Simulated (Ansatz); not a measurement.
Species: lithium hydride, LiH (charge 0, singlet). 
Structure (B3LYP-D3(BJ)/def2-TZVP (Ansatz, an electronic-structure program) minimum search):
```
Li
H 1 1.5907
```
Charge 0, spin multiplicity 1.

Quantity: atomisation energy (electronic, to ground-state atoms), in eV. Correlated levels leave the core frozen unless marked. Open shells are spin-unrestricted. Spin-orbit coupling is left out. Non-relativistic. Basis-set limits of correlation are two-point, X^-3; Hartree-Fock from the larger set.

```csv
level,program,atomisation energy (eV)
HF/def2-TZVPPD,Ansatz,1.47
HSE06/def2-TZVPD,Ansatz,2.26
MP2/6-31G,Ansatz,1.69
SCS-MP2/def2-TZVPPD,Ansatz,2.34
CCSD/STO-3G,Ansatz,2.72
CCSD/def2-SVPD,Ansatz,2.37
"CCSD(T)/CBS(def2-TZVPPD,def2-QZVPPD)",Ansatz,2.50
```
